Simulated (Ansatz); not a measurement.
## How far each method lies from full CI for CH$_{2}$⁻, doublet

Geometry: a PBE0/def2-TZVPD stationary point for this spin, not checked as a minimum.

```xyz
3

C     0.0000   -0.1029    0.0000
H     0.0000    0.6132   -0.8679
H     0.0000    0.6132    0.8679
```

Basis aug-cc-pVDZ; Ansatz 0.2.0. Only valence electrons are correlated (noble-gas cores frozen), which leaves 7 electrons in 40 orbitals. R marks a restricted (for open shells ROHF) determinant, U an unrestricted one. Active spaces: valence = (7e, 6o) chosen from the atoms' valence shells.

Full CI is exact within this basis and frozen core; it isn't the basis-set limit. The frozen core follows each run's orbitals, which can shift R against U totals by a few meV.

For open shells CISD and CISDTQ are restricted-active-space CI with the open shells as a complete middle space.

- UHF ⟨S²⟩: 0.768
- T1 diagnostic (RCCSD): 0.0227
- largest doubles amplitude (RCCSD): 0.040
- T1 diagnostic (UCCSD): 0.0205

```json
{"level": "UHF", "E − E(RHF) (eV)": "-0.0990"}
{"level": "RMP2", "E − E(RHF) (eV)": "-4.0887"}
{"level": "UMP2", "E − E(RHF) (eV)": "-4.0802"}
{"level": "RCCSD", "E − E(RHF) (eV)": "-4.6353"}
{"level": "UCCSD", "E − E(RHF) (eV)": "-4.6381"}
{"level": "RCCSD(T)", "E − E(RHF) (eV)": "-4.7964"}
{"level": "UCCSD(T)", "E − E(RHF) (eV)": "-4.7962"}
```

Problem. Estimate how far full CI in aug-cc-pVDZ lies from RCCSD(T). The table doesn't fix it; the size of (T) and the diagnostics are the guide.

Solution. Full CI in aug-cc-pVDZ lies 32 meV below RCCSD(T), which is 20 % of the (T) step (-161 meV). The diagnostics are small and one determinant leads, so the series closes fast and only a small part of (T) is left.

The other levels:

```tsv
level	E − E(full CI) (meV)	share of correlation (%)	wall time
CISD	411	91.49	1.2 s
BCCD(T)	33	99.32	2.7 s
RCCSDT	10	99.79	–
UCCSDT	10	99.80	–
CISDTQ	15	99.69	6.5 s (H100)
RCCSDT(Q)	1	99.98	23 s
UCCSDT(Q)	0	100.01	24 s
RCCSDTQ	0	99.99	14 s (H100)
UCCSDTQ	0	100.00	15 s (H100)
CASSCF (valence space)	3798	21.34	–
NEVPT2 (valence space)	917	81.01	0.7 s
MRCISD (valence space)	273	94.35	–
MRCISD+Q (valence space)	21	99.56	1.1 s
```

The correlation energy at full CI, counted from RHF, is -4.828 eV. That run took 36 s on 5 threads of AMD EPYC 7R13 with a whole H100 80 GB, shared host over 225,518,144 determinants.

Times hold each run's SCF and search for its determinant on a shared host, so for small cases they say little of a method's own cost; rows without a card ran on 1 thread of AMD EPYC 7R13.

The full-CI state has the irrep B1 of C2v, in the program's axes.

Natural occupations of full CI about the gap: 1.962 1.944 1.917 0.978 0.044 0.035 0.027 0.023 0.012 0.012; effectively unpaired electrons, Σ n²(2−n)², 1.06.
